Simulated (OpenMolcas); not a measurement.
# r2SCAN/cc-pVTZ run of BF (SMILES [B]F)

What is the vertical singlet–triplet gap of BF at r2SCAN/cc-pVTZ? 

Program for the calculation: OpenMolcas 26.06.

## (1) The structure to begin with

BF has 2 atoms, charge 0, and is taken as a singlet. SMILES: `[B]F`. The shape is that of a PBE0-D4/def2-TZVP optimisation.

Bond lengths: B1–F2 1.263 Å.

## (2) A single-point energy at r2SCAN/cc-pVTZ

Input file job.input:

```
* BF Kohn-Sham DFT
&GATEWAY
BasLib=$CurrDir
Coord
2
angstrom
B        0.000000       0.000000      -0.009350
F        0.000000       0.000000       1.253740
Basis=cc-pVTZ
Group=NoSym
&SEWARD
&SCF
KSDFT=2
1.0 MGGA_X_R2SCAN
1.0 MGGA_C_R2SCAN
PrOrbitals=1 1
```

The basis set cc-pVTZ is read from a file made from the Basis Set Exchange's data (not shown).

Command:

```console
$ export MOLCAS_MEM=1860
$ pymolcas job.input > job.log
```

What it wrote:

```text
--- Start Module: gateway ---
[...]
--- Stop Module: gateway /rc=_RC_ALL_IS_WELL_ ---
--- Start Module: seward ---
[...]
      Basis functions           60
--- Stop Module: seward /rc=_RC_ALL_IS_WELL_ ---
--- Start Module: scf ---
[...]
       Convergence after  10 Iterations
[...]
::    Total KS-DFT energy                            -124.6465033589
[...]
      Total spin, S                                     0.0000000000
[...]
      Total electronic charge=   14.000000
      Total            charge=   -0.000000
[...]
      Dipole Moment (debye):
      Origin of the operator (angstrom)=    0.0000    0.0000    0.7903
                   X=  1.7718E-14               Y=  3.0576E-15               Z=  1.1196E+00           Total=  1.1196E+00
      Quadrupole Moment (debye*angstrom):
[...]
--- Stop Module: scf /rc=_RC_ALL_IS_WELL_ ---
[...]
```

It took 3 s on 1 thread of Arm Neoverse V2, shared host; peak memory 0.39 GiB.

## (3) The triplet at the same level

Input file job.input:

```
&GATEWAY
  BASLIB=$CurrDir
  COORD
  2
  angstrom
  B        0.000000       0.000000      -0.009350
  F        0.000000       0.000000       1.253740
  BASIS=cc-pVTZ
  GROUP=NoSym

&SEWARD

&SCF
  UHF
  SPIN=3
  KSDFT=2
  1.0 MGGA_X_R2SCAN
  1.0 MGGA_C_R2SCAN
  PRORBITALS=1 1
```

The basis set cc-pVTZ is read from a file made from the Basis Set Exchange's data (not shown).

Command:

```console
$ export MOLCAS_MEM=1860
$ pymolcas job.input > job.log
```

What it wrote:

```text
--- Start Module: gateway ---
[...]
--- Stop Module: gateway /rc=_RC_ALL_IS_WELL_ ---
--- Start Module: seward ---
[...]
      Basis functions           60
--- Stop Module: seward /rc=_RC_ALL_IS_WELL_ ---
--- Start Module: scf ---
[...]
       Convergence after  61 Iterations
[...]
::    Total KS-DFT energy                            -124.5322188789
[...]
      Total spin, S                                     1.0012559167
[...]
      Total electronic charge=   14.000000
      Total            charge=   -0.000000
[...]
      Dipole Moment (debye):
      Origin of the operator (angstrom)=    0.0000    0.0000    0.7903
                   X=  7.2955E-15               Y= -1.6275E-14               Z= -3.4706E-01           Total=  3.4706E-01
      Quadrupole Moment (debye*angstrom):
[...]
--- Stop Module: scf /rc=_RC_ALL_IS_WELL_ ---
[...]
```

It took 16 s on 1 thread of Arm Neoverse V2, shared host; peak memory 0.39 GiB.

## (4) Results

At r2SCAN/cc-pVTZ:

| quantity | value |
| --- | --- |
| singlet: total energy | -124.64650 Eh |
| singlet: dipole moment | 1.12 D |
| singlet: HOMO energy | -6.98 eV |
| singlet: LUMO energy | -1.73 eV |
| singlet: HOMO–LUMO gap | 5.25 eV |
| triplet: total energy | -124.53222 Eh |
| triplet: dipole moment | 0.35 D |
| triplet: HOMO energy (highest over α and β) | -3.43 eV |
| triplet: ⟨S²⟩ | 2.004 |
| vertical energy of the triplet above the singlet | 3.110 eV |

In words: This program's gradients are faulty for this kind of reference, so any forces in the log (triplet) can't be trusted; the energy can. At this shape the triplet lies 3.11 eV (300 kJ/mol) above the singlet.
